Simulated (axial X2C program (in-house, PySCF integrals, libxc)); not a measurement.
# Bond lengths and stretching modes, held linear, of HAlF

Calculated with an in-house all-electron X2C program for linear molecules (integrals from PySCF): two-component X2C with atomic mean-field Coulomb and Gaunt terms, Gaussian nuclei, basis H dyall-v3z, Al dyall-v3z, F dyall-av3z with contracted cores. Spin-free rows use the one-electron spin-free X2C Hamiltonian.

Masses H 1.008, Al 26.982, F 18.998 u. States: 2c Ω = 1/2 (beyond evenly filled blocks: ω = 1/2); spin-free M_S = 1/2, Λ = 0 (beyond evenly filled blocks: σα).

MP2, 2c: energies above the lowest point

| r(H–Al) (Å) | r(Al–F) (Å) | E (meV) |
| --- | --- | --- |
| 1.6946 | 1.6380 | 25.83 |
| 1.6946 | 1.6800 | 0.00 |
| 1.6946 | 1.7220 | 15.97 |
| 1.7380 | 1.6380 | 27.30 |
| 1.7380 | 1.6800 | 1.78 |
| 1.7380 | 1.7220 | 18.19 |
| 1.7380 | 1.7640 | 67.42 |
| 1.7814 | 1.6380 | 38.90 |
| 1.7814 | 1.6800 | 13.72 |
| 1.7814 | 1.7220 | 30.60 |
| 1.8249 | 1.6800 | 33.33 |
| 1.8249 | 1.7640 | 101.16 |

Q: Fit a quadratic surface with cubic terms in each bond: where is the minimum, and what are the two stretching wavenumbers?

A: At MP2, 2c: bonds 1.709 and 1.683 Å; harmonic stretches 748.4 and 1335.4 cm⁻¹; force constants 1.02, 3.75 and coupling 0.04 mdyn/Å.

The other levels and Hamiltonians give:

| Hamiltonian | level | r(H–Al) (Å) | r(Al–F) (Å) | lower stretch (cm⁻¹) | upper stretch (cm⁻¹) |
| --- | --- | --- | --- | --- | --- |
| 2c | PBE0 | 1.735 | 1.678 | 745.2 | 1266.2 |
| 2c | HF | 1.744 | 1.651 | 787.3 | 1142.9 |
| 2c | PBE | 1.746 | 1.700 | 708.5 | 1245.0 |
| spin-free | PBE0 | 1.735 | 1.678 | 744.9 | 1266.6 |
| spin-free | HF | 1.744 | 1.651 | 787.1 | 1143.3 |
| spin-free | PBE | 1.745 | 1.700 | 708.3 | 1245.4 |
| spin-free | MP2 | 1.709 | 1.683 | 748.2 | 1335.7 |

Each state is one determinant, the lowest of a limited PBE0 search; the stretches come from a fit to these few points and carry an uncertainty of a few per cent. Other orders of the atoms were not compared. MP2 freezes inner shells (threshold -2 hartree). The molecule was held linear; bending was not examined, so a bent shape may lie lower.
